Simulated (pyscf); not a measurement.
PySCF, gas phase, ωB97X-D3(BJ)/def2-SVP geometries.

Estimate the classical barrier height and the reaction energy of `[O][BH][OH]` [doublet] + `[H][H]` → `[OH][BH][OH]` + `[H]` [doublet] at M06-2X/def2-TZVP. The step runs on the doublet surface, breaks H–H and forms H–O; take the separated reactants as zero.

ΔE‡ = 0.37 eV, ΔE = -0.52 eV. ωB97M-D3(BJ)/def2-TZVP gives 0.35 eV and -0.45 eV. Zero-point energy shifts the barrier by +0.03 eV. It is a hydrogen abstraction, with an imaginary mode of 1319i cm⁻¹. •O–BH–OH lies 0.22 eV over its isomer [HO–B–OH]• (electronic energy, ωB97M-D3(BJ)/def2-TZVP). One saddle was located; it need not be the lowest between these sides. The angle at the transferred H is 167°.
